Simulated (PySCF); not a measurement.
Species: C4H9N.
InChI=1S/C4H9N/c1-3-4(2)5/h3-4H,1,5H2,2H3/t4-/m0/s1

Level of theory: PySCF 2.14.0, density-fitted response routines, TDDFT B3LYP/def2-SVPD, vertical, gas phase, core orbitals frozen in the response. One conformer (not necessarily the lowest) at the PBE0-D3(BJ)/def2-SVP geometry, without solvent, vibrations or thermal averaging. Torsions of this conformer, `[CH2:1]=[CH:2][C@H:3]([CH3:4])[NH2:5]`: C1–C2–C3–C4 -110°, H–N5–C3–C2 63°, H–N5–C3–C2 179°.

Broadening: Gaussians 0.25 eV wide at half height, area fixed by f = 4.319×10⁻⁹ ∫ε dν̃. The width is an assumption, not a result. The curve ends short of the highest state used, and states not computed would add to its high-energy end.

```
E (eV)  ε (L mol⁻¹ cm⁻¹)
  5.39                 0
  5.42                 0
  5.44                 0
  5.47                 0
  5.49                 0
  5.52                 0
  5.54                 1
  5.57                 1
  5.59                 2
  5.62                 2
  5.64                 3
  5.67                 4
  5.69                 5
  5.72                 6
  5.74                 7
  5.77                 8
  5.79                 9
  5.82                14
  5.84                20
  5.87                42
  5.89                69
  5.92               145
  5.94               230
  5.97               436
  5.99               638
  6.02              1061
  6.04              1425
  6.07              2074
  6.09              2549
  6.12              3250
  6.14              3655
  6.17              4079
  6.19              4197
  6.22              4100
  6.24              3862
  6.27              3302
  6.29              2846
  6.32              2130
  6.35              1472
  6.37              1101
  6.40               666
  6.42               456
  6.45               242
  6.47               152
  6.50                72
  6.52                44
  6.55                26
  6.57                25
  6.60                41
  6.62                65
  6.65               129
  6.67               198
  6.70               357
  6.72               508
  6.75               818
  6.77              1080
```

(1) Locate the maxima and give the states behind the curve.

(2) Coming from long wavelengths, where does ε first pass 100 L mol⁻¹ cm⁻¹?

(3) On this curve, what absorbance would a 10⁻³ mol/L sample give at 193 nm over a 1 cm path?

## Answers

(1) 200 nm (6.20 eV), ε about 4200, made up of S2 (100%) (ε in L mol⁻¹ cm⁻¹; maxima over ε = 5, shares over 10%). At its high-energy end, 6.77 eV, the curve is still rising (ε about 1100, from S3 and S4). The states used: S1 5.77 eV (f 0.0001); S2 6.20 eV (f 0.039); S3 6.87 eV (f 0.0065); S4 6.95 eV (f 0.025); S5 7.15 eV (f 0.0016); S6 7.37 eV (f 0.100).

(2) At about 210 nm (5.91 eV), 0.14 eV above S1.

(3) 193 nm is 6.424 eV, where ε is about 420 L mol⁻¹ cm⁻¹, so A = ε c l ≈ 0.42 (Beer–Lambert, with the gas-phase spectrum and the assumed width).
